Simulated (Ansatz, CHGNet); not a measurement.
For diamond, the machine-learned potential CHGNet 0.3.0 (trained on PBE and PBE+U data) gives:

* **lattice parameter a**: 3.573 Å
* **elastic constant C11**: 563 GPa
* **elastic constant C44**: 332 GPa
* **Voigt–Reuss–Hill shear modulus**: 262 GPa

Task: What does HSE06 (Ansatz, a program for electronic structure, PAW) give for the same quantities?

Result: 
- lattice constant a: 3.546 Å (drops by 0.8 %)
- elastic constant C11: 1137 GPa (rises by 100 %)
- elastic constant C44: 608 GPa (goes up by 83 %)
- Voigt–Reuss–Hill shear modulus: 562 GPa (rises by 110 %)

For comparison: lattice constant a 3.553 Å (measured, static lattice: zero-point anharmonic expansion removed, sources range from 3.543 to 3.555; as tabulated in Mejia-Rodriguez and Trickey (2018), arXiv:1807.09216); elastic constant C11 1081 GPa (measured, low temperature, not corrected to a static lattice; as tabulated in Tanner et al. (2021), arXiv:2110.11888); elastic constant C44 579 GPa (measured, low temperature, no zero-point or thermal correction; as tabulated in Tanner et al. (2021), arXiv:2110.11888).

Changes are worked out from the printed values.

Unless a cell is named, each level is at its own relaxed cell (CHGNet 0.3.0 5.70, HSE06 5.57 Å³/atom).

Ansatz's density-functional and Hartree–Fock values are scalar-relativistic unless marked +SOC, with PAW data made under PBE.
